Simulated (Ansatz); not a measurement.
`CC(F)CCl` and `CC(F)C=N` differ in one atom or group.

Ansatz, PBE0-D4/def2-TZVP geometries, multiplicity 1. Each molecule was computed in one conformer, which needn't be the lowest.

```csv
property,`CC(F)CCl`
size of the dipole moment (B3LYP/def2-TZVPP) / D,0.50
LUMO energy (PBE/def2-TZVPP) / eV,-0.50
HOMO energy (ωB97M-V/def2-TZVPP) / eV,-10.96
LUMO energy (PBE0/def2-TZVPP) / eV,0.64
HOMO energy (PBE/def2-TZVPP) / eV,-7.19
HOMO–LUMO gap (PBE/def2-TZVPP) / eV,6.69
```

Problem. Give the same properties after the change, and the shifts. (An estimate is asked.)

Solution. Computed: 
```csv
property,`CC(F)C=N`,shift
size of the dipole moment (B3LYP/def2-TZVPP) / D,2.83,2.33
LUMO energy (PBE/def2-TZVPP) / eV,-1.43,-0.93
HOMO energy (ωB97M-V/def2-TZVPP) / eV,-10.15,0.81
LUMO energy (PBE0/def2-TZVPP) / eV,-0.30,-0.94
HOMO energy (PBE/def2-TZVPP) / eV,-6.20,0.99
HOMO–LUMO gap (PBE/def2-TZVPP) / eV,4.77,-1.92
```

With PBE0 the HOMO rises by 0.89 eV and the LUMO falls by 0.94 eV, so the gap narrows by about 1.83 eV. PBE moves the HOMO by 0.99 eV and ωB97M-V by 0.81 eV. Dipoles are sizes alone; their direction can turn.

B3LYP here is the variant with VWN-RPA as its local correlation; programs differ in this.
